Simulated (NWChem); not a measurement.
**C2H2F4 (norflurane) at 6 levels**

Aim: a comparison of 6 runs (HF/STO-3G, HF/3-21G, B3LYP/6-31G*, B3LYP/pcseg-1, MP2/cc-pVDZ) of C2H2F4 (norflurane). 

Program for the calculation: NWChem 7.3.0.

**1. Starting point**

C2H2F4: 8 atoms, total charge 0, spin state singlet. As SMILES, `FCC(F)(F)F`. The coordinates come from a PBE0-D4/def2-TZVP relaxation.

Bond lengths: F1–C2 1.364 Å, C2–C3 1.514 Å, C3–F4 1.332 Å, C3–F5 1.339 Å, C3–F6 1.332 Å, C2–H7 1.092 Å, C2–H8 1.092 Å. Some angles: F1–C2–C3 109.8°, C2–C3–F4 111.9°, C2–C3–F5 108.9°, C2–C3–F6 111.9°, F4–C3–F5 108.1°, F4–C3–F6 107.9°, F5–C3–F6 108.1°, F1–C2–H7 109.7°, F1–C2–H8 109.7°, C3–C2–H7 108.6°.

**2. Energy and forces at HF/STO-3G (run 1)**

calc.xyz reads:

```xyz
8
C2H2F4 hf
F     -0.224600    -1.506500     0.915200
C     -0.211200    -0.737800    -0.211700
C      0.211200     0.674300     0.135500
F      1.434400     0.711300     0.662400
F      0.217100     1.411800    -0.982100
F     -0.624600     1.243600     1.002900
H      0.502000    -1.148600    -0.930100
H     -1.212300    -0.705100    -0.647900
```

calc.nw reads:

```
start calc
title "C2H2F4 hf"
memory total 2200 mb

geometry units angstroms noautosym nocenter noautoz
  load calc.xyz
end

basis spherical bse
  * library STO-3G
end

scf
  thresh 1e-08
  maxiter 80
end

task scf gradient
```

Command:

```
nwchem calc.nw > calc.out
```

The program printed:

```text
[...]
  functions       =    32
[...]
  wavefunction    = RHF
[...]
         Total SCF energy =   -468.122371059332
      One-electron energy =  -1199.554123477613
      Two-electron energy =    458.391771654220
 Nuclear repulsion energy =    273.039980764060
        Time for solution =      2.1s
[...]
                         RHF ENERGY GRADIENTS
    atom               coordinates                        gradient
                 x          y          z           x          y          z
   1 F      -0.424432  -2.846872   1.729477    0.000799   0.017508  -0.022628
   2 C      -0.399110  -1.394240  -0.400055    0.012158   0.037974   0.013984
   3 C       0.399110   1.274242   0.256058    0.000091  -0.005946   0.010339
   4 F       2.710623   1.344162   1.251754   -0.050574   0.001205  -0.021656
   5 F       0.410260   2.667915  -1.855900   -0.000775  -0.029565   0.041502
   6 F      -1.180323   2.350063   1.895206    0.035937  -0.021168  -0.035985
   7 H       0.948642  -2.170539  -1.757634   -0.000090   0.000323   0.007433
   8 H      -2.290915  -1.332446  -1.224353    0.002454  -0.000331   0.007012
[...]
```

Wall time 3.3 s (1 thread of Intel Xeon Platinum 8375C at 2.90GHz (Ice Lake), shared host); peak memory 0.099 GiB.

**3. Energy and gradient at HF/3-21G (run 2)**

work.nw reads:

```
start work
title "C2H2F4"
memory total 2200 mb
charge 0

geometry units angstroms noautosym nocenter noautoz
   F    -0.224600   -1.506500    0.915200
   C    -0.211200   -0.737800   -0.211700
   C     0.211200    0.674300    0.135500
   F     1.434400    0.711300    0.662400
   F     0.217100    1.411800   -0.982100
   F    -0.624600    1.243600    1.002900
   H     0.502000   -1.148600   -0.930100
   H    -1.212300   -0.705100   -0.647900
end

basis "ao basis" spherical bse
   * library 3-21G
end

scf
   thresh 1e-08
   maxiter 80
   print low
end

task scf gradient
```

Command:

```
nwchem work.nw > work.out
```

The program printed:

```text
[...]
  functions       =    58
[...]
  wavefunction    = RHF
[...]
         Total SCF energy =   -472.088091237313
      One-electron energy =  -1199.650053295956
      Two-electron energy =    454.521981294584
 Nuclear repulsion energy =    273.039980764060
        Time for solution =      2.6s
[...]
                         RHF ENERGY GRADIENTS
    atom               coordinates                        gradient
                 x          y          z           x          y          z
   1 F      -0.424432  -2.846872   1.729477   -0.000599   0.011286  -0.021333
   2 C      -0.399110  -1.394240  -0.400055    0.001415  -0.013566   0.029727
   3 C       0.399110   1.274242   0.256058    0.005499   0.019322   0.003382
   4 F       2.710623   1.344162   1.251754   -0.013613   0.000707  -0.005047
   5 F       0.410260   2.667915  -1.855900    0.000579  -0.004840   0.011054
   6 F      -1.180323   2.350063   1.895206    0.010110  -0.005430  -0.008979
   7 H       0.948642  -2.170539  -1.757634    0.008336  -0.006338  -0.006052
   8 H      -2.290915  -1.332446  -1.224353   -0.011728  -0.001141  -0.002752
 Task  times  cpu:        3.0s     wall:        3.0s
 Total times  cpu:        3.0s     wall:        3.0s
```

It took 3.6 s on 1 thread of Intel Xeon Platinum 8375C at 2.90GHz (Ice Lake), shared host; peak memory 0.098 GiB.

**4. Energy and forces at B3LYP/6-31G(d) (spherical functions) (run 3)**

run.py reads:

```python
from ase import Atoms
from ase.calculators.nwchem import NWChem

system = Atoms('FCCFFFHH', positions=[
    [-0.224600, -1.506500, 0.915200],
    [-0.211200, -0.737800, -0.211700],
    [0.211200, 0.674300, 0.135500],
    [1.434400, 0.711300, 0.662400],
    [0.217100, 1.411800, -0.982100],
    [-0.624600, 1.243600, 1.002900],
    [0.502000, -1.148600, -0.930100],
    [-1.212300, -0.705100, -0.647900],
])

calc = NWChem(
    label='test',
    theory='dft',
    memory='2200 mb',
    basis='6-31G*',
    basispar='spherical bse',
    dft={'xc': 'b3lyp', 'mult': '1', 'grid': 'xfine', 'convergence': 'energy 1e-08', 'iterations': '100', 'mulliken': None},
)
system.calc = calc

forces = system.get_forces()
print(f"energy = {system.get_potential_energy():.6f} eV")
print("forces (eV/A):")
for s, f in zip(system.symbols, forces):
    print(f"{s:2s} {f[0]:10.5f} {f[1]:10.5f} {f[2]:10.5f}")
print("dipole (e A):", system.get_dipole_moment().round(4))
```

Command:

```
export ASE_NWCHEM_COMMAND="nwchem PREFIX.nwi > PREFIX.nwo"
python run.py
```

The program printed:

```text
energy = -12973.440162 eV
forces (eV/A):
F     0.00561   -0.25197    0.42768
C    -0.02787    0.07410   -0.27650
C    -0.07014   -0.24981   -0.04751
F     0.57161   -0.05528    0.24014
F    -0.01157    0.30879   -0.55196
F    -0.42799    0.20312    0.40557
H     0.02072   -0.02489   -0.10547
H    -0.06037   -0.00411   -0.09194
dipole (e A): [-0.0914 -0.1498 -0.3198]
```

The calculator wrote test.nwi:

```
title "test"

permanent_dir test

scratch_dir test

start test

geometry units angstrom nocenter noautosym noautoz
  F  -2.2459999999999999e-01 -1.5065000000000000e+00 9.1520000000000001e-01
  C  -2.1120000000000000e-01 -7.3780000000000001e-01 -2.1170000000000000e-01
  C  2.1120000000000000e-01 6.7430000000000001e-01 1.3550000000000001e-01
  F  1.4343999999999999e+00 7.1130000000000004e-01 6.6239999999999999e-01
  F  2.1709999999999999e-01 1.4117999999999999e+00 -9.8209999999999997e-01
  F  -6.2460000000000004e-01 1.2436000000000000e+00 1.0028999999999999e+00
  H  5.0200000000000000e-01 -1.1486000000000001e+00 -9.3010000000000004e-01
  H  -1.2122999999999999e+00 -7.0509999999999995e-01 -6.4790000000000003e-01
end

memory 2200 mb

basis spherical bse noprint
   * library 6-31G*
end

dft
  xc b3lyp
  mult 1
  grid xfine
  convergence energy 1e-08
  iterations 100
  mulliken
end

task dft gradient
```

test.nwo (excerpt; [...] marks lines left out):

```text
[...]
         Total DFT energy =     -476.765136109583
[...]
  wavefunction    = closed shell
                         DFT ENERGY GRADIENTS
    atom               coordinates                        gradient
                 x          y          z           x          y          z
   1 F      -0.424432  -2.846872   1.729477   -0.000109   0.004900  -0.008317
   2 C      -0.399110  -1.394240  -0.400055    0.000542  -0.001441   0.005377
   3 C       0.399110   1.274242   0.256058    0.001364   0.004858   0.000924
[... 4 lines of this table left out ...]
   8 H      -2.290915  -1.332446  -1.224353    0.001174   0.000080   0.001788
[...]
```

Wall time 39 s (1 thread of Intel Xeon Platinum 8375C at 2.90GHz (Ice Lake), shared host); peak memory 0.14 GiB.

Runs 4 to 5 aren't shown in full; the table further down has their settings and results.

**5. Energy and forces at MP2/cc-pVDZ (run 6)**

c2h2f4.nw reads:

```
start c2h2f4
memory stack 880 mb heap 220 mb global 1100 mb
charge 0

geometry noautosym nocenter noautoz
F    -0.224600   -1.506500    0.915200
C    -0.211200   -0.737800   -0.211700
C     0.211200    0.674300    0.135500
F     1.434400    0.711300    0.662400
F     0.217100    1.411800   -0.982100
F    -0.624600    1.243600    1.002900
H     0.502000   -1.148600   -0.930100
H    -1.212300   -0.705100   -0.647900
end

basis "ao basis" spherical bse
* library cc-pVDZ
end

scf
thresh 1e-08
maxiter 80
noprint "final vectors analysis"
end

mp2
freeze core 6
tight
end

task mp2 gradient
```

Command:

```
nwchem c2h2f4.nw > c2h2f4.out
```

The program printed:

```text
[...]
  functions       =    94
[...]
  wavefunction    = RHF
[...]
         Total SCF energy =   -474.682782431924
      One-electron energy =  -1203.267602774715
      Two-electron energy =    455.544839578730
 Nuclear repulsion energy =    273.039980764060
        Time for solution =     26.3s
[...]
          Total MP2 energy          -475.688261315153
[...]
                         mp2 ENERGY GRADIENTS
    atom               coordinates                        gradient
                 x          y          z           x          y          z
   1 F      -0.424432  -2.846872   1.729477   -0.000166   0.005029  -0.008861
   2 C      -0.399110  -1.394240  -0.400055   -0.000906  -0.004141   0.000818
   3 C       0.399110   1.274242   0.256058    0.001696   0.005477   0.001973
   4 F       2.710623   1.344162   1.251754   -0.009110   0.001095  -0.003891
   5 F       0.410260   2.667915  -1.855900    0.000218  -0.004754   0.008730
   6 F      -1.180323   2.350063   1.895206    0.006907  -0.003046  -0.006541
   7 H       0.948642  -2.170539  -1.757634   -0.003505   0.001251   0.004577
   8 H      -2.290915  -1.332446  -1.224353    0.004865  -0.000910   0.003196
[...]
```

Run time: 69 s. Hardware: 1 thread of Intel Xeon Platinum 8375C at 2.90GHz (Ice Lake), shared host; peak memory 0.4 GiB.

**6. The series**

```tsv
run	level	iteration cap	module	energy (Eh)	dipole moment (D)	HOMO energy (eV)	LUMO energy (eV)	wall time
1	HF/STO-3G	80	scf	-468.122371	1.36	-10.70	13.67	3.3 s
2	HF/3-21G	80	scf	-472.088091	–	–	–	3.6 s
3	B3LYP/6-31G* (spherical functions)	100	dft	-476.765136	1.75	-9.66	2.11	39 s
4	B3LYP/6-31G* (Cartesian functions)	100	dft	-476.770325	1.75	-9.67	2.09	21 s
5	B3LYP/pcseg-1	100	dft	-476.694472	2.02	-10.23	1.10	22 s
6	MP2/cc-pVDZ	80	mp2	-475.688261	1.87	–	–	69 s
```

**7. Outcome**

| quantity | value |
| --- | --- |
| run 6: total energy | -475.68826 Eh |
| run 6: dipole moment (of the density that the program reports) | 1.87 D |
| run 6: correlation energy (6 core orbitals frozen) | -1005.5 mEh |
| run 6: largest force on an atom | 0.524 eV/Å |

**Reading.** Over runs 1, 3, 4, 5, 6 the dipole moment (its size) runs from 1.36 D (HF/STO-3G) to 2.02 D (B3LYP/pcseg-1). The two ends differ in method and basis. Over runs 1, 3, 4, 5 the HOMO–LUMO gap runs from 11.34 eV (B3LYP/pcseg-1) to 24.37 eV (HF/STO-3G). In run 1 the basis is minimal, so the values are rough. All runs together took 2.6 min, the longest 69 s.
